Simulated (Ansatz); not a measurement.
**CH₂ (singlet): the correlation ladder at a displaced geometry (v2), cc-pVDZ**

The task here is to estimate one member of a computed series from the others.

Program: Ansatz 0.2.0, Gaussian basis. Level of theory: cc-pVDZ, core rule «outside noble gas», up to 1 orbitals frozen. These are calculated values, not measurements.

To be run: UHF; CCSD(T) on RHF; CCSD(T) on UHF; BCCD(T) on RHF; CISD; CCSDT(Q) on RHF; CCSDT(Q) on UHF; CCSDTQ on RHF; CASSCF and MRCISD+Q, 6 electrons in 6 orbitals; CASSCF and NEVPT2, 6 electrons in 6 orbitals; Full CI.

15 further runs of the same task are left out: 3 that didn't finish, 12 set aside as unsound or not needed.

## What is computed

The geometry is a PBE0/def2-TZVP stationary point (not a proven minimum) with its atoms shifted at random (size 0.100 Å).

3 atoms, charge 0, spin multiplicity 1.

Atoms are counted from 1 here; the program's logs count them from 0.

Bond lengths: C1–H2 1.121 Å, C1–H3 1.104 Å. Angles: H2–C1–H3 101.1°.

Coordinates:

```
C     0.0182   -0.0999   -0.0011
H    -0.1467    0.6116   -0.8516
H    -0.0701    0.5792    0.8644
```

Set-up of the first run:

in.yaml reads:

```yaml
crystal:
  periodic: [false, false, false]
  atoms:
    - {symbol: C, position_ang: [0.018190, -0.099936, -0.001078]}
    - {symbol: H, position_ang: [-0.146685, 0.611632, -0.851578]}
    - {symbol: H, position_ang: [-0.070064, 0.579208, 0.864428]}
basis:
  gaussian: {orbitals: cc-pVDZ}
magnetization: {spin_polarized: true, initial_magnetization: 0}
hamiltonian: {xc: hf}
output: {orbitals: {seedname: orbitals}}
```

Run with:

```
> ansatz run in.yaml --threads 1 --pin off --events-out ev --progress --plain --max-ram 2393MiB
```

Among the steps run: UHF; CCSD(T) on RHF; CCSD(T) on UHF; BCCD(T) on RHF; CISD; CCSDT(Q) on RHF; CCSDT(Q) on UHF; CCSDTQ on RHF; CASSCF and MRCISD+Q, 6 electrons in 6 orbitals; CASSCF and NEVPT2, 6 electrons in 6 orbitals; Full CI.

One of the session's tables, all rows but one given; the rest of the session is left out.

| method | from FCI (meV) |
| --- | --- |
| RHF | +3868.7 |
| RMP2 | +866.4 |
| CISD | +248.9 |
| RCCSD | +103.5 |
| RCCSD(T) | +24.5 |
| BCCD(T) | +24.6 |
| RCCSDT | +5.1 |
| RCCSDT(Q) | ? |
| RCCSDTQ | +0.2 |
| CASSCF valence | +2241.8 |
| NEVPT2 valence | +570.5 |
| MRCISD valence | +72.9 |
| MRCISD+Q valence | +1.6 |
| FCI | 0 |

Q: Estimate the row for RCCSDT(Q) from the others.

As computed: from FCI (meV): +1.0. In the column «from FCI (meV)» it lies between RCCSDTQ (+0.2) and MRCISD+Q valence (+1.6).

Left out of the table: UHF, UMP2, UCCSD, UCCSD(T), UCCSDT, UCCSDT(Q) (another determinant or state than the rows shown).
